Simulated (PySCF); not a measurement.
# C4H7NO ((2s)-2-methoxypropanenitrile): the cost of one run

Programs: PySCF 2.14.0, with density-fitted response routines of our own. Each step states its level of theory. These are calculated values for one molecule in the gas phase, unless marked as measured. Atoms are numbered from 0 throughout.

## 1. Starting geometry

13 atoms, charge 0, multiplicity 1; geometry from: GFN2-xTB.

Bonds of the start (Å): C0–O1 1.41, O1–C2 1.41, C2–C3 1.53, C2–C4 1.46, C4–N5 1.14, C0–H6 1.10, C0–H7 1.09, C0–H8 1.10, C2–H9 1.11, C3–H10 1.09, C3–H11 1.09, C3–H12 1.09.

## 2. Excited states and response: CAM-B3LYP/def2-SVPD

What the job is given:

```
{"job": {"kind": "uv", "xc": "CAM-B3LYP", "basis": "def2-SVPD", "nstates": 8, "ntriplets": 3}, "charge": 0, "multiplicity": 1}
C      1.937518    -0.142749     0.022146
O      0.698772    -0.096337     0.686638
C     -0.423171    -0.152235    -0.172206
C     -1.681724    -0.255854     0.690144
C     -0.508853     1.029747    -1.022335
N     -0.558318     1.962440    -1.680982
H      2.039956    -1.066337    -0.562415
H      2.697493    -0.120125     0.800361
H      2.072545     0.715936    -0.645414
H     -0.342884    -1.031951    -0.840319
H     -1.625388    -1.154604     1.297951
H     -2.567195    -0.294908     0.060971
H     -1.743139     0.607464     1.347731
```

With the program's defaults for keys left out, this is: TDDFT CAM-B3LYP/def2-SVPD, vertical, gas phase, core orbitals frozen in the response.

On the command line:

```bash
OMP_NUM_THREADS=1 python probes_run.py task.json out
```

This one command runs all jobs of the session in turn.

**Question.** How long does this first job take on 1 thread of Intel Xeon Platinum 8375C at 2.90GHz, shared host, and how much memory does it need?

About 30 s, with a peak of 0.76 GiB.
